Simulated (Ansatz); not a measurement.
## CO⁺, doublet: reading a ladder of total energies

Geometry: a point of a stretch scan, not a stationary point.

```yaml
atoms:
  - { symbol: O, position_ang: [0.0000, 0.0000, 0.0000] }
  - { symbol: C, position_ang: [0.0000, 0.0000, 2.0920] }
```

Basis cc-pVDZ; Ansatz 0.2.0. Correlated methods freeze the noble-gas cores, which leaves 9 electrons in 26 orbitals. R marks a restricted (for open shells ROHF) determinant.

Full CI is exact within this basis and frozen core; it isn't the basis-set limit.

Runs differ by some tens of microhartree through their thresholds and, for an open shell, their frozen cores, so steps under 0.03 kcal/mol mean nothing.

```json
{"level": "RHF", "total energy (hartree)": "-111.983019"}
{"level": "RMP2", "total energy (hartree)": "-112.217903"}
{"level": "RCCSD*", "total energy (hartree)": "-112.293040"}
{"level": "RCCSD(T)*", "total energy (hartree)": "-112.315689"}
{"level": "RCCSDT*", "total energy (hartree)": "-112.328707"}
{"level": "RCCSDT(Q)*", "total energy (hartree)": "-112.363362"}
{"level": "RCCSDTQ*", "total energy (hartree)": "-112.333836"}
{"level": "full CI", "total energy (hartree)": "-112.333698"}
```

**Question.** What is the correlation energy at full CI, and what share of it do RMP2 and RCCSDT recover?

**Answer.** E(corr) = -112.333698 − (-111.983019) = -0.350679 hartree = -9.542 eV. RMP2: -0.234884 / -0.350679 = 66.98 %. RCCSDT: -0.345688 / -0.350679 = 98.58 %.

**Question.** By how many kcal/mol does RCCSD(T) miss full CI (1 hartree = 627.509 kcal/mol), and which steps make up the rest?

**Answer.** -112.315689 − (-112.333698) = 0.018009 hartree = 11.30 kcal/mol. Steps: RCCSDT − RCCSD(T) = -8.17, RCCSDT(Q) − RCCSDT = -21.75, RCCSDTQ − RCCSDT(Q) = 18.53, full CI − RCCSDTQ = 0.09 kcal/mol. With more than one leading determinant such errors change with state and geometry, and needn't cancel in differences.

An asterisk marks runs whose energy the program itself flagged as in doubt.
